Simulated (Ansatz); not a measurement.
Relaxing Ca₂Zr

Computed with DFT PBE, scalar-relativistic, plane waves, PAW (Ansatz 0.2.0). Cutoff 420 eV, Γ-centred k mesh, Gaussian smearing, no spin polarisation in the final step.

The start puts Ca₂Zr on the cubic Laves (C15) structure type (Fd-3m, No. 227), with Zr in place of Mg, Ca in place of Cu, at a guessed volume.

```xyz
6
Lattice="0.0000 4.1852 4.1852 4.1852 0.0000 4.1852 4.1852 4.1852 0.0000" Properties=species:S:1:pos:R:3 pbc="T T T"
Ca    5.2315    5.2315    5.2315
Ca    5.2315    3.1389    3.1389
Ca    3.1389    3.1389    5.2315
Ca    3.1389    5.2315    3.1389
Zr    0.0000    0.0000    0.0000
Zr    2.0926    2.0926    2.0926
```

Cell and atoms relax at zero pressure; the relaxation can't lower the symmetry of the start. After a coarse first stage the cell is made exact in the group found at 0.06 Å.

Formation energies are uncorrected and refer to the elements' standard structures at the same level.

Task: Describe the relaxed structure.

Result: It keeps Fd-3m (No. 227). The result has the cubic Laves (C15) structure. Conventional cell: a = 9.222 Å. Around Ca lie 6 Ca at 3.26 Å and 6 Zr at 3.82 Å; Zr is coordinated by 12 Ca at 3.82 Å and 4 Zr at 3.99 Å.

Space group Fd-3m:1 (No. 227). a = 9.222 Å, b = 9.222 Å, c = 9.222 Å, α = 90.00°, β = 90.00°, γ = 90.00°
```tsv
atom	site	symmetry	x	y	z
Ca	16c	.-3m	0.1250	0.1250	0.1250
Zr	8b	-43m	0.0000	0.0000	0.5000
```

Task: What are its volume, energy, density and gap?

Result: The volume per atom is 32.68 Å³. The density is 2.90 g/cm³. The energy over the elements is 0.84 eV/atom and the gap on the 8×8×8 mesh is 0 eV (a metal).

The final run used a 8×8×8 mesh on its 6-atom cell and 0.10 eV smearing. The k mesh leaves about 4 meV/atom of noise in metals. A structure relaxed within its symmetry needn't be a true minimum.

Cost: 3 runs of about 0.49 core-minutes in all, on Intel Xeon 6975P-C (Granite Rapids) (shared hosts).